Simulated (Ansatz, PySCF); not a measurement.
A calculation on grey tin (α-Sn) returned lattice constant a 6.444 Å, bulk modulus 47.3 GPa.

For reference: lattice constant a 6.477 Å (measured, static lattice: zero-point anharmonic expansion removed; as tabulated in Mejia-Rodriguez and Trickey (2018), arXiv:1807.09216); bulk modulus 42.8 GPa (measured, 0 K value with the zero-point phonon effect removed; as tabulated in Mejia-Rodriguez and Trickey (2018), arXiv:1807.09216).

Which level of theory produced these numbers?
A) MP2 (PySCF)
B) r²SCAN (Ansatz (a program for electronic structure))
C) PBE+SOC (Ansatz)
D) PBE0 (Ansatz)

A, MP2 (PySCF)

The others give: PBE+SOC 6.655 Å, 35.5 GPa; r²SCAN 6.566 Å, 42.9 GPa; PBE0 6.544 Å, 43.8 GPa.

Unless a cell is named, each level is at its own relaxed cell (MP2 33.45, PBE+SOC 36.85, PBE0 35.04, r²SCAN 35.38 Å³/atom).

Ansatz's density-functional and Hartree–Fock values are scalar-relativistic unless marked +SOC, with PAW data made under PBE.
